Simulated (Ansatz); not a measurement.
Coupled-cluster diagnostics for P₃⁺, Ansatz.

Geometry of the singlet (PBE0-D4/def2-TZVP):

Cartesian coordinates in Å:
```
P -0.191 -0.318 1.925
P 0.191 0.318 -1.925
P 0.000 0.000 0.000
```

Correlated methods freeze 15 core orbitals. Another isomer (singlet) lies 3.10 eV lower at PBE0-D4/def2-TZVP; other spin states weren't run for this one.

Q: Estimate the CCSD(T) correlation energy, the shares of MP2 and (T), T1 and the reference's ⟨S²⟩ for: charge 1, singlet, own geometry in def2-TZVPP; and the rough time on 4 threads of Arm Neoverse V1 on a shared host.

A: 
```
                          state       basis  correlation (eV)  MP2 share (%)  (T) share (%)     T1  ⟨S²⟩ (pure)  wall time                            remarks
charge 1, singlet, own geometry  def2-TZVPP           -12.552           85.1            7.6  0.036  0.00 (0.00)        7 s  large T1, restricted SCF unstable
```
Customary marks for T1 are 0.02 (closed shells), 0.045 (open shells) and about 0.05 (3d metals). T1 exceeds 0.02 in 1 of 1 rows and 0.045 in 0; the higher it lies, the less the single-reference result can be trusted.
